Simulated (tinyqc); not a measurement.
CCSD on RHF in the sto-6g basis, frozen core, for H2O, spin multiplicity 1, step by step. One step of it, computed by the program tinyqc.

Problem. CCSD: starting amplitudes. t_ij^ab = <ij||ab> / (e_i + e_j - e_a - e_b), whose energy is MP2.

orbital energies (hartree): MO1 -20.494335, MO2 -1.278650, MO3 -0.639425, MO4 -0.448407, MO5 -0.394447, MO6 0.605293, MO7 0.769005

Two-electron integrals over orbitals (pq|rs), unique and non-zero (hartree); the lowest 1 orbital is frozen and left out:
```
(22|22) 0.730304    (32|32) 0.146314    (33|22) 0.648279    (33|33) 0.638272
(42|22) 0.006145    (42|33) 0.006799    (42|42) 0.124828    (43|32) 0.019328
(43|43) 0.045710    (44|22) 0.684106    (44|33) 0.605159    (44|42) -0.105172
(44|44) 0.800150    (52|52) 0.144997    (53|53) 0.029086    (54|52) -0.045217
(54|54) 0.055812    (55|22) 0.749740    (55|33) 0.632256    (55|42) -0.064874
(55|44) 0.737413    (55|55) 0.880663    (62|22) 0.144603    (62|33) 0.075563
(62|42) 0.020742    (62|44) 0.096664    (62|55) 0.161974    (62|62) 0.102892
(63|32) -0.044045   (63|43) -0.027976   (63|63) 0.074159    (64|22) 0.091878
(64|33) 0.040903    (64|42) -0.022334   (64|44) 0.114210    (64|55) 0.108191
(64|62) 0.061997    (64|64) 0.061995    (65|52) 0.061029    (65|54) -0.002601
(65|65) 0.039349    (66|22) 0.613120    (66|33) 0.573277    (66|42) 0.060890
(66|44) 0.548618    (66|55) 0.587563    (66|62) 0.094969    (66|64) 0.042938
(66|66) 0.597246    (72|32) 0.040331    (72|43) -0.032527   (72|63) 0.035419
(72|72) 0.061487    (73|22) 0.140265    (73|33) 0.092325    (73|42) -0.072608
(73|44) 0.165478    (73|55) 0.189660    (73|62) 0.079060    (73|64) 0.072157
(73|66) 0.037459    (73|73) 0.150291    (74|32) -0.075096   (74|43) 0.004847
(74|63) 0.043749    (74|72) -0.017061   (74|74) 0.066268    (75|53) 0.023779
(75|75) 0.024616    (76|32) 0.102334    (76|43) 0.045535    (76|63) -0.068643
(76|72) -0.008514   (76|74) -0.057257   (76|76) 0.119619    (77|22) 0.628291
(77|33) 0.615039    (77|42) -0.014823   (77|44) 0.615579    (77|55) 0.629894
(77|62) 0.071837    (77|64) 0.039395    (77|66) 0.568068    (77|73) 0.097230
(77|77) 0.624953
```

Give: Starting amplitudes; correlation energy.

Solution.

Starting amplitudes (spin orbitals 1a, 1b, ...; amplitudes related by a flip of all spins are not repeated):

| from | to | t |
|---|---|---|
| 3a 3b | 7a 7b | -0.053 |
| 3a 3b | 6a 6b | -0.030 |
| 4a 4b | 6a 6b | -0.029 |
| 3a 4b | 6b 7a | 0.029 |
| 2a 2b | 6a 6b | -0.027 |
| 4a 4b | 7a 7b | -0.027 |
| 2a 3b | 6a 7b | -0.024 |
| 2a 4b | 6a 6b | -0.021 |
| 5a 5b | 6a 6b | -0.020 |
| 3a 4b | 6a 7b | -0.018 |
| 2a 2b | 7a 7b | -0.015 |
| 2a 3a | 6a 7a | -0.013 |
| 3a 4a | 6a 7a | 0.012 |
| 2a 3b | 6b 7a | 0.011 |
| 5a 5b | 7a 7b | -0.011 |
| 2a 4b | 7a 7b | 0.005 |

correlation energy = -0.03357 hartree
